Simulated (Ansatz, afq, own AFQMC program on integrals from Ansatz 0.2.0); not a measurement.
**BNH4, singlet: AFQMC among the cluster methods**

```xyz
6

B     0.0000    0.0000    0.8488
N     0.0000    0.0000   -0.6832
H     0.0000    1.0469    1.4292
H     0.0000   -1.0469    1.4292
H     0.0000    0.8414   -1.2344
H     0.0000   -0.8414   -1.2344
```

Connectivity, by distances: BH2–NH2.

Basis 6-31G. Noble-gas cores (and the filled d shells of Ga–Kr and In–Xe) are frozen. AFQMC by an in-house program on the Cholesky factors that Ansatz 0.2.0 writes for its CCSD(T) run. ph-AFQMC/CISD is guided by a CISD state made of CCSD amplitudes; releasing the constraint for a short imaginary time cuts its bias at the price of noise, slowly where states lie close. ± is one standard error of the sampling.

Determinant: RHF, the one that the program's search chose, which needn't be the lowest solution. The geometry is a point of a scan.

No full CI on the walks' own integrals is used here; CCSDT(Q) serves as the reference and is uncertain by about the last step of the cluster series.

Cautions: higher spins were not checked; raised T1 diagnostic (T1 0.021, weight of the determinant 0.91, largest double 0.07).

* T1 diagnostic: 0.0211
* weight of the determinant in the CISD state: 0.909
* size of the correlated space: 12 electrons in 24 orbitals

| level | correlation energy (eV) |
| --- | --- |
| MP2 | -4.5868 |
| CCSD | -5.1985 |
| CCSD(T) | -5.3145 |

**Question.** Estimate where phaseless AFQMC with a CISD trial lies against CCSD(T) on the same integrals.

**Answer.** 0.33 ± 0.26 kcal/mol below CCSD(T). The gap is under twice the noise, so this walk alone can't tell the two apart.

Reference: CCSDT(Q), correlation energy -5.340 eV. The released energy is read at 2.40 1/Eh (meV from the phaseless value at times in 1/Eh: 2 ± 9 at 0.24, 3 ± 6 at 0.51, -19 ± 10 at 0.99, -2 ± 9 at 1.62, 0 ± 10 at 2.40).

```json
{"level": "CCSD(T)", "E − E(reference) (kcal/mol)": "0.59", "share of correlation (%)": "99.52"}
{"level": "CCSDT", "E − E(reference) (kcal/mol)": "0.25", "share of correlation (%)": "99.80"}
{"level": "ph-AFQMC/CISD", "E − E(reference) (kcal/mol)": "0.26 ± 0.26", "share of correlation (%)": "99.79"}
{"level": "released AFQMC", "E − E(reference) (kcal/mol)": "0.26 ± 0.22", "share of correlation (%)": "99.79"}
```

A walk keeps the symmetry of its determinant, which the program's search chose and which needn't be the lowest solution, so a lower state of the same spin and another symmetry isn't excluded. Released energies are given only where the last usable release times agree within the noise; a slower fall can still hide under it.
